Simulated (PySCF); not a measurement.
Gas-phase reaction: H2 + 2 BO + BF3 ⇌ BF(OH)2 + 2 BF

Computed with PySCF and rigid-rotor harmonic-oscillator thermochemistry at 1 bar. † marks an energy on the PBE0/def2-TZVP geometry and frequencies. Open shells (unrestricted): BO (multiplicity 2); the rest are closed-shell singlets. B3LYP is the form with VWN-RPA correlation. BF(OH)2: computed as isolated molecules; such fragments, hydroxides, amides, oligomers or adducts are transient or little studied in the gas.

M06-2X/def2-TZVP† gives ΔH°(298 K) = -135 kJ.

**Question.** What do B3LYP/def2-TZVP†, HF/def2-TZVP†, ωB97X-V/def2-TZVP† give?

**Answer.** B3LYP/def2-TZVP†: -124 kJ; HF/def2-TZVP†: -102 kJ; ωB97X-V/def2-TZVP†: -169 kJ. For scale, ΔH°(298 K) is -135 kJ at this level, -182 kJ at ωB97M-V/def2-TZVP†, and runs from -182 to 53 kJ over the 20 levels computed.
